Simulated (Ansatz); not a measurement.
The same path of CH$_{2}$O$_{2}$S (6 atoms, charge 0, multiplicity 1) was run twice with different band settings. Lost on the way: H1–O2. Made: H1–S5.

Level of theory: RKS PBE/def2-TZVP in Ansatz 0.2.0.

Relaxed end points:

```xyz
6
Properties=species:S:1:pos:R:3
H 0.851 -0.739 -1.273
O 0.198 -0.873 -0.558
C 0.062 0.331 0.050
O -0.818 0.252 1.054
S 0.859 1.696 -0.377
H -1.153 -0.668 1.104
```

```xyz
6
Properties=species:S:1:pos:R:3
H 1.452 0.360 -1.568
O -0.123 -1.302 -0.340
C -0.086 -0.157 0.042
O -0.811 0.342 1.078
S 0.906 1.166 -0.629
H -1.338 -0.410 1.418
```

Common settings: movable images 5; climbing image yes; optimiser quadratic models (default); start path through a guess of the saddle point; force threshold 0.03 eV/Å; iteration limit 60; end points relaxed.

| run | spring |
| --- | --- |
| 1 | 5.0 eV/Å² |
| 2 | 0.1 eV/Å² |

(1) What does each run give, and how far can it be trusted?

## Answers

(1) Run 1: converged after 10 iterations, highest image 0.904 eV above the first end. A vibrational analysis at the climbing image gives one clearly imaginary mode, 1505i cm⁻¹: a first-order saddle point.
Run 2: converged after 11 iterations, highest image 0.904 eV above the first end. Another band between the same ends (5 images) ends at a top of the same energy, where a vibrational analysis finds 1 clearly imaginary mode.
The orbitals stay closed-shell, which can raise the energy where a bond breaks towards radicals; this wasn't checked here.
